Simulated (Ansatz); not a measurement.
Geometry optimisation, Ansatz 0.2.0, UKS LDA/6-31G.

The input (input.yaml):

```yaml
crystal:
  periodic: [false, false, false]
  atoms:
    - { symbol: B, position_ang: [-0.4646, 1.06579, -0.7226] }
    - { symbol: "N", position_ang: [-0.27839, 0.23154, 0.38005] }
    - { symbol: Si, position_ang: [0.30125, -1.40791, 0.47378] }
    - { symbol: H, position_ang: [-0.18543, 0.66093, -1.7862] }
    - { symbol: H, position_ang: [-0.88822, 2.14861, -0.56544] }
    - { symbol: H, position_ang: [-0.54433, 0.61428, 1.2771] }
    - { symbol: H, position_ang: [0.97159, -1.79275, -0.75593] }
    - { symbol: H, position_ang: [1.08813, -1.5205, 1.69925] }
magnetization:
  spin_polarized: true
  initial_magnetization: 1
basis:
  gaussian: { orbitals: "6-31G" }
hamiltonian:
  xc: lda
relax:
  f_tol: 0.015
  max_steps: 40
output:
  orbitals: {}
```

Run as:

```bash
$ ansatz run input.yaml --threads 1 --pin off --max-ram 2048MiB --backend cpu --events-out ev --progress --plain --runs-dir out
```

Where does it end, and by what steps?

It converged. Limits of this set-up: no polarisation functions. After 6 steps the energy has fallen by 0.185 eV; H7 moved furthest, 0.14 Å.

```json
{"step": "0", "energy less start (eV)": "0.0000", "largest force component (eV/Å)": "0.983", "accepted": "yes"}
{"step": "1", "energy less start (eV)": "-0.1458", "largest force component (eV/Å)": "0.622", "accepted": "yes"}
{"step": "2", "energy less start (eV)": "-0.1805", "largest force component (eV/Å)": "0.219", "accepted": "yes"}
{"step": "3", "energy less start (eV)": "-0.1792", "largest force component (eV/Å)": "0.131", "accepted": "no"}
{"step": "4", "energy less start (eV)": "-0.1844", "largest force component (eV/Å)": "0.081", "accepted": "yes"}
{"step": "5", "energy less start (eV)": "-0.1853", "largest force component (eV/Å)": "0.033", "accepted": "yes"}
{"step": "6", "energy less start (eV)": "-0.1855", "largest force component (eV/Å)": "0.011", "accepted": "yes"}
```

```xyz
8
Properties=species:S:1:pos:R:3
B -0.454 1.044 -0.720
N -0.322 0.270 0.447
Si 0.252 -1.439 0.491
H -0.140 0.556 -1.781
H -0.867 2.177 -0.640
H -0.615 0.682 1.342
H 0.965 -1.673 -0.829
H 1.181 -1.617 1.690
```

Time of the run: 12 s on 1 thread of Arm Neoverse V1 (shared host), peak memory 0.13 GiB.
